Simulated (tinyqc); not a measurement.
Extended Hueckel theory, for N2, step by step. Computed by tinyqc, a small Python program that keeps every step (integrals from PySCF). Settings: charge = 0, K = 1.5, weighted = 1, multiplicity = 1. Command: `OMP_NUM_THREADS=1 python tinyqc.py 23550 23551 out.jsonl` (the two numbers bound the seeds that draw the settings). One thread of a shared host (Intel(R) Xeon(R) Processor @ 2.60GHz), about 0.01 s of CPU time with the checks.

## Overlaps

Geometry (angstrom):
```
atom        x        y        z
N     0.00000  0.00000  0.00000
N     0.00000  0.00000  1.15000
```

Parameters chosen for this run:
```
element  shell  Slater exponent  H_ii (eV)
N           2s          1.95000  -26.00000
N           2p          1.95000  -13.40000
```

Slater orbitals, each expanded in six Gaussians scaled to its exponent.

overlap S, lower triangle:
```
           1N 2s   1N 2px   1N 2py    1N 2pz    2N 2s   2N 2px   2N 2py   2N 2pz
1N 2s    1.00000
1N 2px   0.00000  1.00000
1N 2py   0.00000  0.00000  1.00000
1N 2pz   0.00000  0.00000  0.00000   1.00000
2N 2s    0.41648  0.00000  0.00000   0.41983  1.00000
2N 2px   0.00000  0.25263  0.00000   0.00000  0.00000  1.00000
2N 2py   0.00000  0.00000  0.25263   0.00000  0.00000  0.00000  1.00000
2N 2pz  -0.41983  0.00000  0.00000  -0.32948  0.00000  0.00000  0.00000  1.00000
```

## Wolfsberg-Helmholz matrix

diagonal H_ii (eV): 1N 2s -26.00000, 1N 2px -13.40000, 1N 2py -13.40000, 1N 2pz -13.40000, 2N 2s -26.00000, 2N 2px -13.40000, 2N 2py -13.40000, 2N 2pz -13.40000

K = 1.50000

H_ij = K' S_ij (H_ii + H_jj)/2 for i != j (the diagonal keeps H_ii), with K' = K + D^2 + D^4 (1 - K), D = (H_ii - H_jj)/(H_ii + H_jj), K = 1.5.

H (eV), lower triangle:
```
            1N 2s     1N 2px     1N 2py     1N 2pz      2N 2s     2N 2px     2N 2py     2N 2pz
1N 2s   -26.00000
1N 2px    0.00000  -13.40000
1N 2py    0.00000    0.00000  -13.40000
1N 2pz    0.00000    0.00000    0.00000  -13.40000
2N 2s   -16.24281    0.00000    0.00000  -13.20856  -26.00000
2N 2px    0.00000   -5.07785    0.00000    0.00000    0.00000  -13.40000
2N 2py    0.00000    0.00000   -5.07785    0.00000    0.00000    0.00000  -13.40000
2N 2pz   13.20856    0.00000    0.00000    6.62255    0.00000    0.00000    0.00000  -13.40000
```

## Orbitals

valence electrons = 10

Solve H C = S C e through S^(-1/2); fill by pairs from the bottom, a degenerate level sharing its electrons equally; each orbital has its largest coefficient positive (the first on a tie).

orbital energies (eV): -29.83901  -21.10950  -14.75125  -14.75125  -13.18089  -11.13524  -11.13524  23.87010

occupations: 2.00000  2.00000  2.00000  2.00000  2.00000  0.00000  0.00000  0.00000

coefficients:
```
             MO1       MO2      MO3       MO4       MO5       MO6       MO7       MO8
1N 2s    0.58779   0.61758  0.00000   0.00000  -0.20962   0.00000   0.00000   1.08532
1N 2px   0.00000   0.00000  0.35716   0.52115   0.00000   0.73912   0.35030   0.00000
1N 2py   0.00000   0.00000  0.52115  -0.35716   0.00000  -0.35030   0.73912   0.00000
1N 2pz   0.02038  -0.36385  0.00000   0.00000   0.64382   0.00000   0.00000   1.10662
2N 2s    0.58779  -0.61758  0.00000   0.00000  -0.20962   0.00000   0.00000  -1.08532
2N 2px   0.00000   0.00000  0.35716   0.52115   0.00000  -0.73912  -0.35030   0.00000
2N 2py   0.00000   0.00000  0.52115  -0.35716   0.00000   0.35030  -0.73912   0.00000
2N 2pz  -0.02038  -0.36385  0.00000   0.00000  -0.64382   0.00000   0.00000   1.10662
```

sum of one-electron energies = -187.26381 eV

Within a degenerate level the vectors are fixed only up to a rotation; this is one choice.

## Mulliken analysis

P = C n C^T; charge = valence electrons (N 5) minus the sum of (P S)_ii on the atom; overlap population = 2 sum P_ij S_ij between two atoms.

charges: 1N 0.00000, 2N 0.00000

Overlap populations:
```
pair     value
2-1   1.534127
```
